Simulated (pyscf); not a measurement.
## Routes from Br–SiH₂–Br + water (H₂O)

Candidate steps break at most two bonds and form at most two. Each was searched with GFN2-xTB (tblite) first. PySCF, gas phase, ωB97X-D3(BJ)/def2-SVP geometries. Energies: ωB97M-D3(BJ)/def2-TZVP, kJ/mol, from the separated reactants, singlet surface; ΔG‡ with ideal gas, 1 atm, RRHO with modes under 100 cm⁻¹ raised to 100, one conformer, R ln 2 for chiral ones without a mode under 150 cm⁻¹.

```json
[
 {"products": "HBr + HO–SiH₂–Br", "type": "four-centre exchange", "ΔE‡": "42.1", "ΔE": "-13.9", "ΔG‡ 298 K": "82.6", "ΔG‡ 900 K": "173.8", "ν‡ (cm⁻¹)": "235i"},
 {"products": "HO–SiH(Br)–Br + H₂", "type": "four-centre exchange", "ΔE‡": "134.6", "ΔE": "-90.6", "ΔG‡ 298 K": "171.0", "ΔG‡ 900 K": "259.3", "ν‡ (cm⁻¹)": "1434i"}
]
```

Row 1: On the reactant side the descent ends in an adduct with a O–Si contact, 35.1 kJ/mol over the separated species and 14.4 kJ/mol under the saddle at ωB97X-D3(BJ)/def2-TZVP. Row 2: On the reactant side the descent ends in a complex, 20.5 kJ/mol under the separated species and 155.8 kJ/mol under the saddle at ωB97X-D3(BJ)/def2-TZVP. 

Plain bond fissions and candidates not yet searched are not listed, and one of them may be faster. Each barrier is that of the saddle found; lower ones may exist. Elements up to Kr have no core potential and no relativistic terms here.
